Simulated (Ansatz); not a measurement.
Consider the substitution at a C–C bond: `CCC(N)F` + `OCS` → `NC(F)OCS` + ethane.

Gas-phase electronic energies from Ansatz, PBE0-D4/def2-TZVP geometries. CCSD(T)/CBS is the MP2 limit (def2-TZVPP, def2-QZVPP) plus CCSD(T) − MP2 in def2-TZVPP, frozen cores. This one scheme is used for every species. Each species was taken in one conformer, which may not be the lowest.

| species | CCSD/CBS(def2) energy (Eh) |
| --- | --- |
| `CCC(N)F` | -273.44080 |
| `OCS` | -513.36454 |
| `NC(F)OCS` | -707.09620 |
| `CC` | -79.70621 |

Task: Work out ΔE.

Result: ΔE = (-707.09620) + (-79.70621) − (-273.44080) − (-513.36454) = 0.00293 Eh = +1.8 kcal/mol. CCSD(T)/CBS gives +1.7 kcal/mol.

Largest T1 diagnostic among the species: 0.012.

In def2-TZVPP, CCSD(T) changes the Hartree–Fock value by +1.7 kcal/mol (the triples alone add −0.2 kcal/mol) and MP2 by +2.3 kcal/mol.
